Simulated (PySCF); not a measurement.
# Spin states of CN

Unrestricted PBE0; PySCF, no relativity, basis sets C def2-SVP, N def2-SVP. Outer shells of the fragments: C 2s2 2p2; N 2s2 2p3.

Followed along the bond (rough minima from three points):

```csv
2Ms+1,unpaired,⟨S²⟩ at the start,R at minimum (Å),Te (eV)
2,σ ↑,0.78,1.17,0.00
2,π ↑,0.75,1.23,1.03
4,"σ ↑, π ↑↑",3.76,1.34,5.04
6,"σ ↑, π ↑↑↑↑",8.76,none in the scan,≤ 7.47
```

Solutions found at the starting distance of 1.365 Å, counted from the lowest of them; the search is not exhaustive and high or unbound solutions are not listed, so other states can lie among these:

| 2Ms+1 | unpaired | term | E (eV) | ⟨S²⟩ | ⟨Lz²⟩ | μ (D) |
| --- | --- | --- | --- | --- | --- | --- |
| 2 | σ ↑ | ²Σ⁺ | 0.00 | 0.78 | 0.00 | -1.16 |
| 2 | π ↑ | ²Π | 0.11 | 0.75 | 1.01 | -0.11 |
| 4 | σ ↑, π ↑↑ | mixed | 3.55 | 3.76 | 2.01 | -0.99 |
| 4 | π ↑↑↑ | ⁴Π | 4.29 | 3.76 | 1.00 | 1.00 |
| 4 | σ ↑, π ↑↑ | mixed | 4.47 | 3.76 | 2.00 | -1.03 |
| 2 | σ ↑, π ↑↓ | mixed | 5.00 | 1.76 | 2.01 | -1.04 |
| 6 | σ ↑, π ↑↑↑↑ | ⁶Σ⁺ | 6.67 | 8.76 | 0.00 | -0.53 |
| 4 | σ ↑↑, π ↑ | ⁴Π | 7.09 | 3.77 | 1.00 | -0.49 |
| 6 | σ ↑↑, π ↑↑↑ | ⁶Π | 9.52 | 8.76 | 1.00 | 0.58 |

A term symbol is given only where ⟨S²⟩ and ⟨Lz²⟩ are close to those of a pure state; real π, δ and φ orbitals otherwise mix terms. A positive dipole means C(−)N(+).

Task: Compare the gap between the two lowest followed solutions at the starting distance with the gap between their minima.

Result: At PBE0 the second solution (doublet, unpaired electrons π ↑) lies +0.11 eV from the first (doublet, unpaired electrons σ ↑) at 1.365 Å and +1.03 eV at the minima; the two curves relax by different amounts, since their minima lie near 1.23 and 1.17 Å.

Counting both spins, an empty level lies below a filled one in some of these solutions, because spin and occupation are held.
